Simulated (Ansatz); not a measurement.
**CH5SSi with multiplicity 2: inversion of the pyramid at Si1, part 1 of 2**

How high is the barrier for the inversion of the pyramid at Si1? Relax the two ends, then run a nudged elastic band between them. SMILES of the start: [SiH2]CS.

All numbers below are computed with Ansatz 0.2.0 (UKS PBE0/def2-SVP).

## 1. The starting structure

Bond lengths: Si1–C2 1.904 Å, C2–S3 1.830 Å, Si1–H4 1.458 Å, Si1–H5 1.456 Å, C2–H6 1.092 Å, C2–H7 1.088 Å, S3–H8 1.332 Å. Angles: Si1–C2–S3 112.2°, Si1–C2–H6 112.6°, Si1–C2–H7 112.0°, S3–C2–H6 107.4°, S3–C2–H7 104.5°, H6–C2–H7 107.7°, C2–Si1–H4 110.6°, C2–Si1–H5 110.8°, H4–Si1–H5 115.6°, C2–S3–H8 96.7°.

Structure file:

```xyz
8

Si   -0.6168    0.5783   -1.0005
C     0.6504    0.1542    0.3556
S     0.9485   -1.6463    0.4846
H    -1.8464   -0.1813   -0.8078
H    -0.7798    2.0195   -1.1224
H     0.3420    0.5052    1.3424
H     1.6305    0.5778    0.1457
H    -0.3284   -2.0073    0.6025
```

## 2. End point A

File input.yaml:

```yaml
crystal:
  periodic: [false, false, false]
  atoms:
    - { symbol: Si, position_ang: [-0.61681, 0.57826, -1.00049] }
    - { symbol: C, position_ang: [0.65036, 0.15417, 0.3556] }
    - { symbol: S, position_ang: [0.9485, -1.64633, 0.48456] }
    - { symbol: H, position_ang: [-1.84636, -0.1813, -0.80783] }
    - { symbol: H, position_ang: [-0.77977, 2.01949, -1.12243] }
    - { symbol: H, position_ang: [0.34199, 0.50519, 1.34239] }
    - { symbol: H, position_ang: [1.63052, 0.57784, 0.14569] }
    - { symbol: H, position_ang: [-0.32844, -2.00732, 0.6025] }
magnetization:
  spin_polarized: true
  initial_magnetization: 1
basis:
  gaussian: { orbitals: def2-SVP }
hamiltonian:
  xc: pbe0
relax:
  f_tol: 0.015
  max_steps: 40
```

Started as:

```
$ ansatz run input.yaml --threads 2 --pin off --max-ram 3072MiB --backend cpu --events-out ev --progress --plain --runs-dir out
```

The log of the run (excerpt; [...] marks lines left out):

```text
Warning: RAYON_NUM_THREADS=2 ignored (pool sized by the plan → 2); use --threads N
[...]
Functional definition: PBE0
[...]
784 factors; integrals over basis functions are off by at most 5.4e-4 eV
[...]
mean field -19814.69367046 eV, -728.1765615075 hartree, gradient 3.1e-5 eV, S^2 0.752408; 0 other end points of the search recorded, 0 dependent functions left out
[...]
reference -19814.69369485 eV, -728.1765624040 hartree; 21, 20 occupied and 54, 55 virtual orbitals, 784 factors
relax step   1: F+E_penalty+E_count = -19814.69367046 eV  Δ(F+E_penalty+E_count) = +0.000e0 eV  max|allowed force component| = 1.197e0 eV/Å  Δτ_max = 0.0000 Å  (27 SCF iters, accepted)
[...]
relax step   6: F+E_penalty+E_count = -19814.76253883 eV  Δ(F+E_penalty+E_count) = +3.677e-4 eV  max|allowed force component| = 7.890e-2 eV/Å  Δτ_max = 0.0328 Å  (28 SCF iters, rejected (line search))
[...]
relax step   7: F+E_penalty+E_count = -19814.76305499 eV  Δ(F+E_penalty+E_count) = -1.485e-4 eV  max|allowed force component| = 2.866e-3 eV/Å  Δτ_max = 0.0164 Å  (25 SCF iters, accepted)
784 factors; integrals over basis functions are off by at most 6.0e-4 eV
[...]
mean field -19814.76305499 eV, -728.1791113421 hartree, gradient 2.7e-5 eV, S^2 0.752134; 1 other end points of the search recorded, 0 dependent functions left out
[...]
reference -19814.76307931 eV, -728.1791122360 hartree; 21, 20 occupied and 54, 55 virtual orbitals, 784 factors
Total energy: -19814.76307931 eV, -728.1791122360 hartree
Atom 0 at    -0.562268     0.574272    -1.026849 Å, force    -0.001915     0.001750    -0.002078 eV/Å
Atom 1 at     0.652867     0.130287     0.356381 Å, force    -0.002446    -0.002866    -0.001234 eV/Å
Atom 2 at     0.949964    -1.662988     0.477530 Å, force     0.001479    -0.002398     0.000854 eV/Å
Atom 3 at    -1.845012    -0.176358    -0.839690 Å, force    -0.000219    -0.000129    -0.000561 eV/Å
Atom 4 at    -0.830824     2.049503    -1.076878 Å, force    -0.000209     0.001443     0.000890 eV/Å
Atom 5 at     0.337579     0.543681     1.329813 Å, force     0.001242     0.002204    -0.001509 eV/Å
Atom 6 at     1.636741     0.571744     0.131015 Å, force     0.001827     0.001169     0.002294 eV/Å
Atom 7 at    -0.339057    -2.030141     0.648667 Å, force     0.000242    -0.001173     0.001344 eV/Å
Dipole moment:    -0.112719     0.179268     0.095900 e Å
```

Run time: 16 s. Hardware: 2 threads of Arm Neoverse V1, shared host; peak memory 0.18 GiB.

Step by step:

| step | energy from step 1 (eV) | largest force component (eV/Å) |
| --- | --- | --- |
| 1 | 0.0000 | 1.1965 |
| 2 | -0.0634 | 0.2744 |
| 3 | -0.0686 | 0.0811 |
| 4 | -0.0691 | 0.0418 |
| 5 | -0.0692 | 0.0444 |
| 6x | -0.0689 | 0.0789 |
| 7 | -0.0694 | 0.0029 |

Step 1 is the start. 1 step was tried and not accepted (marked x).

After: Bond lengths: Si1–C2 1.894 Å, C2–S3 1.822 Å, Si1–H4 1.498 Å, Si1–H5 1.500 Å, C2–H6 1.104 Å, C2–H7 1.102 Å, S3–H8 1.351 Å. Angles: Si1–C2–S3 112.6°, Si1–C2–H6 111.9°, Si1–C2–H7 109.2°, S3–C2–H6 110.9°, S3–C2–H7 105.2°, H6–C2–H7 106.6°, C2–Si1–H4 109.9°, C2–Si1–H5 111.7°, H4–Si1–H5 110.1°, C2–S3–H8 96.9°.

## 3. End point B

The second end starts from a geometry with the move made by hand.

input.yaml: that of step 2 with these lines changed.

```diff
@@ -6,4 +6,4 @@
     - { symbol: S, position_ang: [0.9485, -1.64633, 0.48456] }
-    - { symbol: H, position_ang: [-1.84636, -0.1813, -0.80783] }
-    - { symbol: H, position_ang: [-0.77977, 2.01949, -1.12243] }
+    - { symbol: H, position_ang: [-1.1321, -0.63786, -1.61804] }
+    - { symbol: H, position_ang: [-0.07789, 1.57084, -1.91859] }
     - { symbol: H, position_ang: [0.34199, 0.50519, 1.34239] }
```

Started as:

```
$ ansatz run input.yaml --threads 2 --pin off --max-ram 3072MiB --backend cpu --events-out ev --progress --plain --runs-dir out
```

The log of the run (excerpt; [...] marks lines left out):

```text
Warning: RAYON_NUM_THREADS=2 ignored (pool sized by the plan → 2); use --threads N
[...]
[... 1 set-up line as earlier in the session ...]
[...]
784 factors; integrals over basis functions are off by at most 3.7e-4 eV
[...]
mean field -19814.63183971 eV, -728.1742892695 hartree, gradient 3.5e-5 eV, S^2 0.752573; 0 other end points of the search recorded, 0 dependent functions left out
[...]
reference -19814.63186389 eV, -728.1742901581 hartree; 21, 20 occupied and 54, 55 virtual orbitals, 784 factors
relax step   1: F+E_penalty+E_count = -19814.63183971 eV  Δ(F+E_penalty+E_count) = +0.000e0 eV  max|allowed force component| = 1.002e0 eV/Å  Δτ_max = 0.0000 Å  (27 SCF iters, accepted)
[...]
relax step   4: F+E_penalty+E_count = -19814.70174460 eV  Δ(F+E_penalty+E_count) = -2.150e-3 eV  max|allowed force component| = 3.066e-1 eV/Å  Δτ_max = 0.1175 Å  (30 SCF iters, accepted)
[...]
reference -19814.82260463 eV, -728.1812997510 hartree; 21, 20 occupied and 54, 55 virtual orbitals, 784 factors
Total energy: -19814.82260463 eV, -728.1812997510 hartree
Atom 0 at    -0.490352     0.749866    -1.018742 Å, force     0.001192    -0.000090    -0.003361 eV/Å
Atom 1 at     0.572408     0.218198     0.456144 Å, force    -0.000550    -0.012271     0.000730 eV/Å
Atom 2 at     1.187988    -1.486967     0.232232 Å, force     0.000018    -0.011452    -0.010277 eV/Å
Atom 3 at    -1.676974    -0.159931    -1.134008 Å, force     0.003518     0.001791     0.000080 eV/Å
Atom 4 at     0.313903     0.699623    -2.279642 Å, force    -0.004035    -0.001299     0.000667 eV/Å
Atom 5 at     0.052467     0.322779     1.419899 Å, force    -0.010863     0.011253     0.009077 eV/Å
Atom 6 at     1.475649     0.845760     0.506788 Å, force     0.002972     0.002526     0.000744 eV/Å
Atom 7 at    -0.018960    -2.094538     0.210948 Å, force     0.007748     0.009542     0.002338 eV/Å
Dipole moment:    -0.132021     0.091972     0.151809 e Å
```

Run time: 29 s. Hardware: 2 threads of Arm Neoverse V1, shared host; peak memory 0.18 GiB.

Step by step:

| step | energy from step 1 (eV) | largest force component (eV/Å) |
| --- | --- | --- |
| 1 | 0.0000 | 1.0021 |
| 2 | -0.0612 | 0.2695 |
| 3 | -0.0678 | 0.1057 |
| 4 | -0.0699 | 0.3066 |
| 5 | -0.0980 | 0.2552 |
| 6 | -0.1218 | 0.4006 |
| 7 | -0.1393 | 0.5323 |
| 8 | -0.1802 | 0.1578 |
| 9 | -0.1889 | 0.0592 |
| 10 | -0.1903 | 0.0414 |
| 11x | -0.1823 | 0.3238 |
| 12 | -0.1906 | 0.0455 |
| 13 | -0.1907 | 0.0123 |

Step 1 is the start. 1 step was tried and not accepted (marked x).

After: Bond lengths: Si1–C2 1.894 Å, C2–S3 1.827 Å, Si1–H4 1.500 Å, Si1–H5 1.496 Å, C2–H6 1.100 Å, C2–H7 1.101 Å, S3–H8 1.351 Å. Angles: Si1–C2–S3 110.8°, Si1–C2–H6 113.0°, Si1–C2–H7 109.6°, S3–C2–H6 110.8°, S3–C2–H7 105.1°, H6–C2–H7 107.1°, C2–Si1–H4 109.5°, C2–Si1–H5 110.2°, H4–Si1–H5 109.9°, C2–S3–H8 96.9°.

## 4. The band

crystal.atoms is end A as relaxed above, and neb.final_atoms is end B, turned to lie on A. With 5 inner images the band has 7 in all. The start path is listed, through a guess of the saddle.

File input.yaml:

```yaml
crystal:
  periodic: [false, false, false]
  atoms:
    - { symbol: Si, position_ang: [-0.562268, 0.574272, -1.026849] }
    - { symbol: C, position_ang: [0.652867, 0.130287, 0.356381] }
    - { symbol: S, position_ang: [0.949964, -1.662988, 0.47753] }
    - { symbol: H, position_ang: [-1.845012, -0.176358, -0.83969] }
    - { symbol: H, position_ang: [-0.830824, 2.049503, -1.076878] }
    - { symbol: H, position_ang: [0.337579, 0.543681, 1.329813] }
    - { symbol: H, position_ang: [1.636741, 0.571744, 0.131015] }
    - { symbol: H, position_ang: [-0.339057, -2.030141, 0.648667] }
magnetization:
  spin_polarized: true
  initial_magnetization: 1
basis:
  gaussian: { orbitals: def2-SVP }
hamiltonian:
  xc: pbe0
neb:
  order_check: false
  images: 5
  f_tol: 0.03
  max_iterations: 60
  final_atoms:
    - { symbol: Si, position_ang: [-0.78985442, 0.9797031, -0.52490688] }
    - { symbol: C, position_ang: [0.58496067, 0.23847509, 0.54648608] }
    - { symbol: S, position_ang: [0.97233308, -1.46669041, 0.01826619] }
    - { symbol: H, position_ang: [-2.03481222, 0.15591992, -0.38155431] }
    - { symbol: H, position_ang: [-0.3648785, 1.01442039, -1.95927415] }
    - { symbol: H, position_ang: [0.35653833, 0.27224559, 1.62202424] }
    - { symbol: H, position_ang: [1.51712773, 0.80485898, 0.39642925] }
    - { symbol: H, position_ang: [-0.24142467, -1.99893266, 0.28251857] }
  initial_path:
    images:
      - { positions_ang: [[-0.562268, 0.574272, -1.026849], [0.652867, 0.130287, 0.356381], [0.949964, -1.662988, 0.47753], [-1.845012, -0.176358, -0.83969], [-0.830824, 2.049503, -1.076878], [0.337579, 0.543681, 1.329813], [1.636741, 0.571744, 0.131015], [-0.339057, -2.030141, 0.648667]] }
      - { positions_ang: [[-0.63942154, 0.61331273, -0.93710604], [0.64416353, 0.1453111, 0.37097792], [0.93679226, -1.65265949, 0.44616064], [-1.82499839, -0.23879632, -0.87018375], [-0.76752781, 2.04861252, -1.13977224], [0.37510879, 0.51851311, 1.36556178], [1.61761368, 0.58218838, 0.11860214], [-0.34174053, -2.01648203, 0.64574856]] }
      - { positions_ang: [[-0.71657507, 0.65235346, -0.84736308], [0.63546005, 0.1603352, 0.38557484], [0.92362052, -1.64233098, 0.41479128], [-1.80498477, -0.30123463, -0.9006775], [-0.70423161, 2.04772203, -1.20266648], [0.41263858, 0.49334521, 1.40131055], [1.59848635, 0.59263276, 0.10618928], [-0.34442405, -2.00282306, 0.64283011]] }
      - { positions_ang: [[-0.79372861, 0.69139419, -0.75762012], [0.62675658, 0.1753593, 0.40017177], [0.91044878, -1.63200247, 0.38342192], [-1.78497116, -0.36367295, -0.93117126], [-0.64093542, 2.04683155, -1.26556072], [0.45016837, 0.46817732, 1.43705933], [1.57935903, 0.60307715, 0.09377642], [-0.34710758, -1.98916408, 0.63991167]] }
      - { positions_ang: [[-0.79243721, 0.78749716, -0.68004904], [0.61282461, 0.19639789, 0.4489432], [0.93107688, -1.57689845, 0.26170334], [-1.86825151, -0.19047533, -0.74796561], [-0.54891644, 1.7026945, -1.49679853], [0.41895836, 0.40286674, 1.4987143], [1.55861526, 0.67033776, 0.1946607], [-0.31187994, -1.99242027, 0.52078064]] }
      - { positions_ang: [[-0.79114582, 0.88360013, -0.60247796], [0.59889264, 0.21743649, 0.49771464], [0.95170498, -1.52179443, 0.13998477], [-1.95153186, -0.0172777, -0.56475996], [-0.45689747, 1.35855744, -1.72803634], [0.38774835, 0.33755617, 1.56036927], [1.53787149, 0.73759837, 0.29554497], [-0.2766523, -1.99567647, 0.4016496]] }
      - { positions_ang: [[-0.78985442, 0.9797031, -0.52490688], [0.58496067, 0.23847509, 0.54648608], [0.97233308, -1.46669041, 0.01826619], [-2.03481222, 0.15591992, -0.38155431], [-0.3648785, 1.01442039, -1.95927415], [0.35653833, 0.27224559, 1.62202424], [1.51712773, 0.80485898, 0.39642925], [-0.24142467, -1.99893266, 0.28251857]] }
```

Started as:

```
$ ansatz run input.yaml --threads 2 --pin off --max-ram 3072MiB --backend cpu --events-out ev --progress --plain --runs-dir out
```

The log of the run (excerpt; [...] marks lines left out):

```text
Warning: RAYON_NUM_THREADS=2 ignored (pool sized by the plan → 2); use --threads N
[...]
[... 1 set-up line as earlier in the session ...]
[...]
785 factors; integrals over basis functions are off by at most 3.8e-4 eV
[...]
mean field -19814.76305516 eV, -728.1791113483 hartree, gradient 3.2e-5 eV, S^2 0.752134; 0 other end points of the search recorded, 0 dependent functions left out
[...]
reference -19814.76307948 eV, -728.1791122420 hartree; 21, 20 occupied and 54, 55 virtual orbitals, 785 factors
785 factors; integrals over basis functions are off by at most 5.5e-4 eV
[...]
mean field -19814.82257627 eV, -728.1812987087 hartree, gradient 3.4e-5 eV, S^2 0.752482; 0 other end points of the search recorded, 0 dependent functions left out
[...]
reference -19814.82260065 eV, -728.1812996047 hartree; 21, 20 occupied and 54, 55 virtual orbitals, 785 factors
[...]
NEB iter  10: max|band force component| = 2.752e-2 eV/Å  barrier→ = 0.2875 eV  barrier← = 0.3470 eV  CI = image 2  Δτ_max = 0.0000 Å  (274 SCF iters)
Total energy: -19814.47560777 eV, -728.1685478517 hartree
Atom 0 at    -0.767090     0.688102    -0.719355 Å, force    -0.006564    -0.007704    -0.005620 eV/Å
Atom 1 at     0.558032     0.135956     0.497754 Å, force    -0.003057    -0.000398     0.000121 eV/Å
Atom 2 at     1.161143    -1.581005     0.274822 Å, force     0.013905    -0.002535     0.001247 eV/Å
Atom 3 at    -2.174038     0.282763    -0.492686 Å, force     0.001082     0.011067     0.003787 eV/Å
Atom 4 at    -0.430660     1.603510    -1.832841 Å, force     0.001755    -0.000021     0.000242 eV/Å
Atom 5 at     0.245115     0.292361     1.541605 Å, force    -0.003143    -0.000579     0.002235 eV/Å
Atom 6 at     1.445689     0.768169     0.338312 Å, force    -0.000200     0.003276    -0.000833 eV/Å
Atom 7 at    -0.038201    -2.189856     0.392377 Å, force    -0.003778    -0.003105    -0.001178 eV/Å
Dipole moment:    -0.147150     0.135121     0.119024 e Å
this run last wrote the band of iteration 10 to <dir>
```

Run time: 1.8 min. Hardware: 2 threads of Arm Neoverse V1, shared host; peak memory 0.19 GiB.

## 5. What the band shows

The 5 inner images lie between the fixed ends 0 and 6. Energy is taken from image 0, and the path length is the program's own coordinate along the band.

| image | path (Å) | energy (eV) | sum of angles at Si1 (°) | band force (eV/Å) |
| --- | --- | --- | --- | --- |
| 0 | 0.000 | 0.0000 | 331.7 | - |
| 1 | 0.768 | 0.0369 | 333.6 | 0.028 |
| 2* | 1.537 | 0.2875 | 359.8 | 0.014 |
| 3 | 1.797 | 0.1312 | 353.1 | 0.016 |
| 4 | 2.057 | -0.0054 | 339.8 | 0.009 |
| 5 | 2.317 | -0.0507 | 332.4 | 0.007 |
| 6 | 2.576 | -0.0595 | 329.6 | - |

The star marks the climbing image.

image, energy (eV) and a bar:
```
        0      0.000 #####
        1      0.037 ########
        2      0.287 ##############################
        3      0.131 ################
        4     -0.005 #####
        5     -0.051 #
        6     -0.060
```

How the highest energy settled:

| iteration | highest image above image 0 (eV) | largest band force (eV/Å) |
| --- | --- | --- |
| 1 | 1.0179 | 6.135 |
| 2 | 0.3131 | 2.712 |
| 3 | 0.2466 | 0.743 |
| 4 | 0.2123 | 0.488 |
| 5 | 0.2380 | 0.460 |
| 6 | 0.2887 | 0.155 |
| 7 | 0.2900 | 0.115 |
| 8 | 0.2886 | 0.071 |
| 9 | 0.2878 | 0.040 |
| 10 | 0.2875 | 0.028 |

The band as a trajectory file:

```xyz
8
image=0 dE=0.0000
Si   -0.562    0.574   -1.027
C     0.653    0.130    0.356
S     0.950   -1.663    0.478
H    -1.845   -0.176   -0.840
H    -0.831    2.050   -1.077
H     0.338    0.544    1.330
H     1.637    0.572    0.131
H    -0.339   -2.030    0.649
8
image=1 dE=0.0369
Si   -0.644    0.501   -0.979
C     0.589    0.121    0.410
S     1.088   -1.636    0.429
H    -2.035    0.137   -0.557
H    -0.591    1.930   -1.427
H     0.226    0.432    1.404
H     1.520    0.679    0.221
H    -0.154   -2.164    0.498
8
image=2 dE=0.2875
Si   -0.767    0.688   -0.719
C     0.558    0.136    0.498
S     1.161   -1.581    0.275
H    -2.174    0.283   -0.493
H    -0.431    1.604   -1.833
H     0.245    0.292    1.542
H     1.446    0.768    0.338
H    -0.038   -2.190    0.392
8
image=3 dE=0.1312
Si   -0.802    0.857   -0.600
C     0.555    0.139    0.497
S     1.147   -1.573    0.241
H    -2.142    0.211   -0.546
H    -0.414    1.503   -1.882
H     0.255    0.282    1.547
H     1.446    0.769    0.345
H    -0.044   -2.188    0.398
8
image=4 dE=-0.0054
Si   -0.820    0.955   -0.536
C     0.556    0.176    0.508
S     1.071   -1.540    0.139
H    -2.087    0.159   -0.544
H    -0.398    1.346   -1.915
H     0.311    0.278    1.576
H     1.467    0.773    0.342
H    -0.099   -2.147    0.429
8
image=5 dE=-0.0507
Si   -0.813    0.979   -0.518
C     0.570    0.214    0.528
S     0.988   -1.494    0.030
H    -2.046    0.128   -0.481
H    -0.373    1.188   -1.932
H     0.355    0.263    1.606
H     1.495    0.790    0.364
H    -0.176   -2.068    0.404
8
image=6 dE=-0.0595
Si   -0.790    0.980   -0.525
C     0.585    0.238    0.546
S     0.972   -1.467    0.018
H    -2.035    0.156   -0.382
H    -0.365    1.014   -1.959
H     0.357    0.272    1.622
H     1.517    0.805    0.396
H    -0.241   -1.999    0.283
```

## 6. Vibrations at the top

The geometry is the highest inner image of the first converged band.

File input.yaml:

```yaml
crystal:
  periodic: [false, false, false]
  atoms:
    - { symbol: Si, position_ang: [-0.76709, 0.688102, -0.719355] }
    - { symbol: C, position_ang: [0.558032, 0.135956, 0.497754] }
    - { symbol: S, position_ang: [1.161143, -1.581005, 0.274822] }
    - { symbol: H, position_ang: [-2.174038, 0.282763, -0.492686] }
    - { symbol: H, position_ang: [-0.43066, 1.60351, -1.832841] }
    - { symbol: H, position_ang: [0.245115, 0.292361, 1.541605] }
    - { symbol: H, position_ang: [1.445689, 0.768169, 0.338312] }
    - { symbol: H, position_ang: [-0.038201, -2.189856, 0.392377] }
magnetization:
  spin_polarized: true
  initial_magnetization: 1
basis:
  gaussian: { orbitals: def2-SVP }
hamiltonian:
  xc: pbe0
phonons: {}
```

Started as:

```
$ ansatz run input.yaml --threads 2 --pin off --max-ram 3072MiB --backend cpu --events-out ev --progress --plain --runs-dir out
```

The log of the run (excerpt; [...] marks lines left out):

```text
Warning: RAYON_NUM_THREADS=2 ignored (pool sized by the plan → 2); use --threads N
[...]
[... 1 set-up line as earlier in the session ...]
[...]
784 factors; integrals over basis functions are off by at most 3.7e-4 eV
[...]
mean field -19814.47558124 eV, -728.1685468767 hartree, gradient 2.9e-5 eV, S^2 0.756642; 0 other end points of the search recorded, 0 dependent functions left out
[...]
reference -19814.47560519 eV, -728.1685477569 hartree; 21, 20 occupied and 54, 55 virtual orbitals, 784 factors
[...]
784 factors; integrals over basis functions are off by at most 3.8e-4 eV
mean field -19814.47546996 eV, -728.1685427872 hartree, gradient 2.5e-6 eV, S^2 0.756643; 0 other end points of the search recorded, 0 dependent functions left out
[...]
reference -19814.47549391 eV, -728.1685436673 hartree; 21, 20 occupied and 54, 55 virtual orbitals, 784 factors
[...]
784 factors; integrals over basis functions are off by at most 3.7e-4 eV
[...]
WARN: phonons: modes at or below zero, which the zero-point energy, F, S and C_V leave out: 2, the lowest at -652.92 cm⁻¹. A minimum has none, and a first-order saddle one
[...]
Total energy: -19814.47560519 eV, -728.1685477569 hartree
Atom 0 at    -0.767090     0.688102    -0.719355 Å, force    -0.006579    -0.007669    -0.005586 eV/Å
Atom 1 at     0.558032     0.135956     0.497754 Å, force    -0.003070    -0.000280     0.000147 eV/Å
Atom 2 at     1.161143    -1.581005     0.274822 Å, force     0.013966    -0.002711     0.001180 eV/Å
Atom 3 at    -2.174038     0.282763    -0.492686 Å, force     0.001092     0.011027     0.003752 eV/Å
Atom 4 at    -0.430660     1.603510    -1.832841 Å, force     0.001756    -0.000032     0.000243 eV/Å
Atom 5 at     0.245115     0.292361     1.541605 Å, force    -0.003151    -0.000562     0.002248 eV/Å
Atom 6 at     1.445689     0.768169     0.338312 Å, force    -0.000223     0.003259    -0.000832 eV/Å
Atom 7 at    -0.038201    -2.189856     0.392377 Å, force    -0.003791    -0.003033    -0.001153 eV/Å
Dipole moment:    -0.147151     0.135121     0.119026 e Å
Vibrations: -652.92 -44.37 202.14 216.97 465.06 627.17 724.37 764.39 902.77 931.94 1134.35 1171.56 1394.19 2281.72 2316.94 2712.93 3086.85 3155.83 cm⁻¹, zero-point energy 1.369355 eV
```

Run time: 58 s. Hardware: 2 threads of Arm Neoverse V1, shared host; peak memory 0.18 GiB.

Of 18 modes, 2 are imaginary by more than 30 cm⁻¹ (653i, 44i cm⁻¹).

(Continued in part 2 of 2.)
